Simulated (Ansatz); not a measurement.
Geometry optimisation, UKS B3LYP-D4/def2-SVP in Ansatz 0.2.0.

The input (input.yaml):

```yaml
crystal:
  periodic: [false, false, false]
  atoms:
    - { symbol: Si, position_ang: [-0.5631, -0.1645, 0.2292] }
    - { symbol: F, position_ang: [1.2414, 0.0117, -0.6265] }
    - { symbol: H, position_ang: [0.6994, -1.0604, -0.8084] }
    - { symbol: H, position_ang: [-0.1684, 0.2173, 1.581] }
    - { symbol: H, position_ang: [-1.2094, 0.9958, -0.3754] }
magnetization:
  spin_polarized: true
basis:
  gaussian: { orbitals: def2-SVP }
hamiltonian:
  xc: b3lyp
  dispersion: d4
relax:
  f_tol: 0.15
  max_steps: 25
  restrain:
    - { distance: [2, 1], at: 0.88, k: 30.0 }
    - { distance: [0, 1], at: 2.98, k: 30.0 }
    - { distance: [0, 2], at: 2.72, k: 30.0 }
```

Launched with:

```bash
$ ansatz run input.yaml --threads 1 --pin off --max-ram 2048MiB --backend cpu --events-out ev --progress --plain --runs-dir out
```

Task: Where does it end, and by what steps?

Result: The forces met the threshold. The restraints hold the end off the free minimum. After 8 steps the energy has fallen by 0.368 eV (the restraints' own energy left out); F2 moved furthest, 0.65 Å. Parted: Si1–F2. Joined: F2–H3.

| step | energy less start (eV) | largest force component (eV/Å) | accepted |
| --- | --- | --- | --- |
| 0 | 0.0000 | 1.699 | yes |
| 1 | 0.3260 | 3.566 | yes |
| 2 | 0.0547 | 3.233 | yes |
| 3 | -0.1440 | 2.535 | yes |
| 4 | -0.2887 | 1.792 | yes |
| 5 | -0.3215 | 1.158 | yes |
| 6 | -0.3538 | 1.273 | yes |
| 7 | -0.3561 | 1.245 | yes |
| 8 | -0.3683 | 0.853 | yes |

```xyz
5
Properties=species:S:1:pos:R:3
Si -0.957 -0.168 0.406
F 1.659 -0.336 -0.989
H 1.158 -1.101 -1.031
H -0.406 0.420 1.705
H -1.454 1.186 -0.092
```

Run time: 20 s on 1 thread of Intel(R) Xeon(R) Processor @ 2.70GHz, with other jobs on the host, peak memory 0.12 GiB.
